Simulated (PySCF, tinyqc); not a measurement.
Ways to converge the cycle: SCF convergence aids in the sto-3g basis, for CH2, spin multiplicity 1. Computed by the program tinyqc with PySCF. Command: `OMP_NUM_THREADS=1 python tinyqc.py 111897 111898 out.jsonl`; one thread of a shared host (Intel(R) Xeon(R) Processor @ 2.60GHz), about 0.6 s.

Geometry (angstrom):
```
atom       x        y       z
C     0.0000   0.0000  0.0000
H     0.0000   1.2180  0.9110
H     0.0000  -1.2180  0.9110
```

lowest restricted solution found by these runs and by PySCF = -38.234096 hartree

RHF with one setting changed at a time; a run stops when the energy changes by less than 1e-09 hartree and the error matrix is below 1e-5. The start is the core Hamiltonian. Damping d keeps d of the old density; a shift (hartree) raises the virtual levels; DIIS n extrapolates F over n matrices.

Largest element of the error matrix X^T (FDS - SDF) X:
```
iteration    plain  damping 0.3  damping 0.6  shift 0.4   DIIS 3   DIIS 8
1          4.0e-01      4.0e-01      4.0e-01    4.0e-01  4.0e-01  4.0e-01
2          3.9e-01      3.7e-01      3.7e-01    2.8e-01  3.9e-01  3.9e-01
3          2.4e-01      1.9e-01      3.1e-01    8.6e-02  1.7e-01  1.7e-01
4          6.9e-02      1.0e-01      2.3e-01    4.6e-02  5.2e-02  5.2e-02
5          2.6e-02      6.0e-02      1.7e-01    2.5e-02  2.0e-02  2.7e-02
6          9.5e-03      3.6e-02      1.3e-01    1.4e-02  9.5e-04  1.3e-02
8          2.0e-03      1.4e-02      7.5e-02    4.5e-03  3.6e-05  2.8e-05
10         5.0e-04      6.0e-03      4.5e-02    1.8e-03  2.1e-06  2.9e-06
14         3.7e-05      1.1e-03      1.7e-02    3.0e-04        -        -
20               -      9.7e-05      4.4e-03    2.1e-05        -        -
30               -            -      5.0e-04          -        -        -
45               -            -      2.1e-05          -        -        -
```

How each run ends:
```
run          iterations  E (hartree)         state
plain                17   -38.234096  lowest found
damping 0.3          27   -38.234096  lowest found
damping 0.6          49   -38.234096  lowest found
shift 0.4            22   -38.020432        higher
DIIS 3               10   -38.234096  lowest found
DIIS 8               10   -38.234096  lowest found
```

5 of 6 runs reach the lowest restricted solution found, in 10 to 49 iterations (fastest: DIIS 3, DIIS 8). Ending on a higher stationary point: shift 0.4; a small error matrix cannot reveal that, and an occupation fixed by the start is kept by symmetry or by the shape of the basin. Plain steps already contract here, so damping only slows them. DIIS 3 and DIIS 8 gain by cancelling the error over several earlier matrices, much as a quasi-Newton step does. The restricted reference is unstable here: a spin-polarised solution lies 0.0152 hartree lower (PySCF), so results built on it describe a poor reference.
